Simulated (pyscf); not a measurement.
[HN–Ti(NH₂)(NH₂)–OH]• (SMILES [NH][Ti]([NH2])([NH2])[OH]) + H₂ (SMILES [H][H]) -> H₂N–Ti(NH₂)(NH₂)–OH (SMILES [NH2][Ti]([NH2])([NH2])[OH]) + H• (SMILES [H]), a hydrogen abstraction (doublet surface; H–H broken, H–N formed). Structures and frequencies: ωB97X-D3(BJ)/def2-SVP in PySCF. Energies in kcal/mol from the separated reactants.

Small-basis levels: PySCF, no dispersion term, spherical d functions. AM1 to PM7: differences of heats of formation from MOPAC, which are fitted to 298 K values and so differ in kind from electronic energies by zero-point and thermal terms. Open shells are spin-unrestricted. 

```tsv
level	barrier	reaction energy
HF/3-21G	20.6	-5.9
MP2/6-31G*+LANL2DZ	14.0	-15.9
B3LYP/3-21G	8.4	+1.0
PBE/def2-SVP	2.4	-6.5
B3LYP/def2-SVP	6.3	-4.1
PM6	39.9	+45.8
PM7	42.7	+53.3
ωB97M-D3(BJ)/def2-TZVP	8.3	-8.3
```

Against the last row the barrier runs from -5.8 (PBE/def2-SVP) to +34.4 kcal/mol (PM7). At PM6, PM7 this geometry lies under one side, so the entry may be no barrier of that level: it is a single point on another level's saddle. ωB97M-D3(BJ)/def2-TZVP has limits of its own. This is the saddle that the search found; another between the same sides may lie lower. The angle at the transferred H is 160°. Open-shell species with a d-block atom are single-reference here; other states, and whether the spin sits on metal or ligand, were not checked.
